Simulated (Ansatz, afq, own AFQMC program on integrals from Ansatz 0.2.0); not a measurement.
# B2, triplet: AFQMC among the cluster methods

```yaml
atoms:
  - { symbol: B, position_ang: [0.0000, 0.0000, 0.0000] }
  - { symbol: B, position_ang: [0.0000, 0.0000, 5.3440] }
```

Basis cc-pVDZ. Noble-gas cores (and the filled d shells of Ga–Kr and In–Xe) are frozen. Ansatz 0.2.0 and our own AFQMC program on the same integrals; the CISD trial comes from CCSD amplitudes, and released means the phaseless constraint is let go. ± is one standard error of the sampling.

Determinant: UHF, the one that the program's search chose, which needn't be the lowest solution. The geometry is a point of a scan.

Full CI on the same integrals is exact in this basis and with this determinant's frozen core.

Cautions: lower spins were not checked; the released energies have errors that jump between times, so the bars are unsure, so no released level is given (meV from the phaseless value at times in 1/Eh: -3.7 ± 2.1 at 0.24, -15 ± 6 at 0.51, -13.3 ± 1.4 at 0.99, -17.9 ± 1.9 at 1.62, -17.8 ± 1.3 at 2.40).

The T1 diagnostic is 0.0110. The weight of the determinant in the CISD state is 0.876, the ⟨S²⟩ of the determinant is 2.015 and the size of the correlated space is 6 electrons in 26 orbitals.

```csv
level,correlation energy (eV)
MP2,-1.9888
CCSD,-3.1928
CCSD(T),-3.2368
```

Question: Estimate where full CI lies against CCSD(T) on the same integrals.

Answer: 2.3 kJ/mol below CCSD(T).

Reference: full CI, correlation energy -3.261 eV.

| level | E − E(reference) (kJ/mol) | share of correlation (%) |
| --- | --- | --- |
| CCSD(T) | 2.3 | 99.27 |
| CCSDT | 0.4 | 99.88 |
| CCSDT(Q) | 0.4 | 99.89 |
| CCSDTQ | 0.1 | 99.96 |
| ph-AFQMC/CISD | 2.6 ± 0.2 | 99.18 |

CCSDT and higher add their correlation energy to the determinant of the CCSD(T) run, since their own runs factorise the integrals more tightly (a shift of under 2 meV).
